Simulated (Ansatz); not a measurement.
# GeAs, doublet: the ladder up to RCCSDT(Q)

Geometry: that of the GeAs⁻, singlet, kept fixed.

```tsv
atom	x (Å)	y (Å)	z (Å)
Ge	0.0000	0.0000	0.0000
As	0.0000	0.0000	2.1583
```

Basis aug-cc-pVDZ; Ansatz 0.2.0. Correlated methods freeze the noble-gas cores and the filled d shells of p-block atoms, which leaves 9 electrons in 44 orbitals. Prefix R: restricted or restricted open-shell reference; prefix U: unrestricted. Active spaces: valence = (9e, 8o) chosen from the atoms' valence shells. No spin–orbit coupling is included, and no scalar relativity.

Full CI isn't at hand for all of this; RCCSDT(Q) serves as the reference, and is uncertain by about the last step of the cluster series. The frozen core follows each run's orbitals, which can shift R against U totals by a few meV for light atoms and by up to 0.1 eV past Ca.

For open shells CISD is restricted-active-space CI with the open shells as a complete middle space.

The UHF ⟨S²⟩ is 1.039, the ⟨S²⟩ of the determinant under UCCSD is 0.781 and the T1 diagnostic (RCCSD) is 0.0246. The largest doubles amplitude (RCCSD) is 0.097.

```tsv
level	E − E(RHF) (eV)
RMP2	-4.2879
RCCSD	-4.9719
RCCSD(T)	-5.2235
```

**Question.** Estimate how far RCCSDT(Q) in aug-cc-pVDZ lies from RCCSD(T). The table doesn't fix it; the size of (T) and the diagnostics are the guide.

**Answer.** RCCSDT(Q) in aug-cc-pVDZ lies 5.2 kJ/mol below RCCSD(T), which is 22 % of the (T) step (-24.3 kJ/mol). The diagnostics are small and the rest is a small part of (T), but (T) is large here. The miss exceeds 1 kcal/mol.

The other levels:

```tsv
level	E − E(RCCSDT(Q)) (kJ/mol)	share of correlation (%)	wall time
CISD	67.1	86.82	11 s
BCCD(T)	5.4	98.94	30 s
RCCSDT	2.0	99.60	–
CASSCF (valence space)	346.5	31.95	–
NEVPT2 (valence space)	77.9	84.70	15 s
MRCISD (valence space)	27.2	94.66	–
MRCISD+Q (valence space)	0.4	99.93	16 s
```

The correlation energy at RCCSDT(Q), counted from RHF, is -5.278 eV. That run took 7 s on 2 threads of AMD EPYC 7R13 with a shared H100 80 GB, shared host.

Run but not shown, since their state, orbitals or frozen core can't be matched to the reference's or they repeat it: UHF, UMP2, UCCSD, UCCSD(T), UCCSDT, UCCSDT(Q).

Times hold each run's SCF and search for its determinant on a shared host, so for small cases they say little of a method's own cost; they ran on 1 thread of AMD EPYC 7R13. Some runs computed forces too.

Natural occupations of CASSCF (valence space) about the gap: 1.991 1.976 1.955 1.920 0.989 0.087 0.050 0.031; effectively unpaired electrons, Σ n²(2−n)², 1.07.
